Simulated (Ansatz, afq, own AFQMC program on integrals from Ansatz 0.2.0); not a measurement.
## YClO, triplet: AFQMC among the cluster methods

```yaml
atoms:
  - { symbol: Y, position_ang: [0.0000, -0.3408, -0.4244] }
  - { symbol: O, position_ang: [0.0000, 1.1295, -1.8562] }
  - { symbol: Cl, position_ang: [0.0000, 0.3450, 1.9018] }
```

Connectivity, by distances: O–Y–Cl.

Basis def2-SVP with its core potentials. Only valence electrons are correlated. Ansatz 0.2.0 and our own AFQMC program on the same integrals; the CISD trial comes from CCSD amplitudes, and released means the phaseless constraint is let go. Error bars are statistical, one sigma. No spin–orbit coupling. The metal's outer-core s and p shells are frozen, which shifts wave-function levels against functionals.

Determinant: UHF, the one that the program's search chose, which needn't be the lowest solution. The geometry is a point of a scan.

No full CI on the walks' own integrals is used here; CCSDT(Q) serves as the reference and is uncertain by about the last step of the cluster series.

Cautions: no spin-orbit coupling; outer-core shells of the metal frozen; lower spins were not checked; higher spins were not checked.

- T1 diagnostic: 0.0220
- weight of the determinant in the CISD state: 0.877
- ⟨S²⟩ of the determinant: 2.006
- size of the correlated space: 16 electrons in 53 orbitals

Reference: CCSDT(Q), correlation energy -9.377 eV. The released energy is read at 1.80 1/Eh, later times being too noisy (meV from the phaseless value at times in 1/Eh: 0 ± 6 at 0.24, -7 ± 6 at 0.60, -17 ± 7 at 1.20, 1 ± 6 at 1.80, 4 ± 13 at 2.60).

```
         level  E − E(reference) (kJ/mol)  share of correlation (%)
            HF                      904.8                      0.00
           MP2                       86.0                     90.49
          CCSD                       25.5                     97.18
       CCSD(T)                        4.3                     99.52
         CCSDT                        2.0                     99.78
 ph-AFQMC/CISD                  1.3 ± 0.4                     99.86
released AFQMC                  1.4 ± 0.6                     99.84
```

A walk keeps the symmetry of its determinant, which the program's search chose and which needn't be the lowest solution, so a lower state of the same spin and another symmetry isn't excluded. Released energies are given only where the last usable release times agree within the noise; a slower fall can still hide under it.
